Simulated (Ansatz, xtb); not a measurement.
Two spin states of C2H3F

We compare X, `C[C]F`, a triplet, with Y, `C[C]F`, a singlet. Both are isolated molecules in the gas phase, relaxed with PBE0-D3(BJ)/def2-SVP.

Problem. Estimate E(Y) − E(X) at the level CCSD(T)/def2-TZVPP.

Solution. Calculated at CCSD(T)/def2-TZVPP: E(Y) − E(X) = −20.0 kcal/mol, so structure Y lies lower.

The same difference at several levels:

```tsv
level	geometry	E(Y) − E(X) (kcal/mol)	departure from the last row (kcal/mol)	job, with rough time for the two
PBE0-D3(BJ)/def2-SVP	PBE0-D3(BJ)/def2-SVP	−11.8	+8.2	optimisation, 59 s
HF/def2-TZVPP	PBE0-D3(BJ)/def2-SVP	+0.9	+20.9	part of the CCSD(T) run
MP2/def2-TZVPP	PBE0-D3(BJ)/def2-SVP	−17.6	+2.4	part of the CCSD(T) run
CCSD(T)/def2-TZVPP	PBE0-D3(BJ)/def2-SVP	−20.0		single point, 3.3 min
```

HF/def2-TZVPP puts the two in the other order. The largest departure from CCSD(T)/def2-TZVPP is that of HF/def2-TZVPP, 20.9 kcal/mol. Levels run at GFN2-xTB geometries aren't shown.

With harmonic frequencies from PBE0-D3(BJ)/def2-SVP (ideal gas, rigid rotor, one conformer each, 298.15 K, 1 atm): the zero-point term adds −0.5 kcal/mol; ΔH is −20.4 and ΔG −20.1 kcal/mol.

Open shells are spin-unrestricted. The correlated steps freeze 3 core orbitals. ΔG holds the spin degeneracy. Mirror images aren't counted in ΔG. Codes used: Ansatz 0.2.0; the last row on 1 thread of AMD EPYC (Zen 3) on a shared host.
